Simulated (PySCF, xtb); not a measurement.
P₂, SMILES P#P.

GFN2-xTB (xtb) at its own geometry gives an orbital gap of 2.49 eV and a dipole moment of 0.00 D.

Geometry: B3LYP-D3(BJ)/def2-TZVPD.

Q: What does HF/def2-TZVPD run with PySCF give? (An estimate is asked for; the answer gives what the named calculation found.)

A: gap 10.66 eV (levels -10.11 and 0.55 eV), dipole 0.00 D.
